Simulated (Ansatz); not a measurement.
Process, species as SMILES: ClCl (Cl2) → 2 Cl atom
B3LYP-D3(BJ)/def2-TZVP geometries, fixed; electronic energies without zero-point terms.

Basis-set convergence of the bond dissociation energy at HF with Ansatz (a program for electronic structure). Cartesian d functions, on some or all atoms, in 6-31+G*, 6-311G**, 6-311+G**; all else is spherical. Open shells are unrestricted. No added dispersion term, no relativity. Functions are those of the species that has most. Reference: the value in pcseg-4, 19.13 kcal/mol, itself unsure by roughly 0.16 kcal/mol (its mean distance from aug-pcseg-3, aug-cc-pV(Q+d)Z, cc-pV(5+d)Z).

```csv
basis,functions,bond dissociation energy (kcal/mol)
6-31+G*,46,10.72
cc-pV(D+d)Z,46,13.62
6-311G**,54,…
aug-pcseg-1,54,12.69
6-311+G**,62,12.31
aug-cc-pV(D+d)Z,64,14.98
pcseg-2,68,17.34
"6-311++G(2d,2p)",70,…
def2-TZVPD,92,18.54
"6-311++G(3df,3pd)",94,…
jun-cc-pV(T+d)Z,96,18.69
aug-pcseg-2,100,18.62
pcseg-3,128,19.10
def2-QZVPP,140,18.80
def2-QZVPPD,158,…
aug-cc-pV(Q+d)Z,178,18.84
cc-pV(5+d)Z,200,18.96
pcseg-4,210,19.13
```

Problem. Fill in the missing entries.

Solution. 
- 6-311G**, bond dissociation energy (kcal/mol): 10.92
- 6-311++G(2d,2p), bond dissociation energy (kcal/mol): 16.41
- 6-311++G(3df,3pd), bond dissociation energy (kcal/mol): 18.23
- def2-QZVPPD, bond dissociation energy (kcal/mol): 18.88
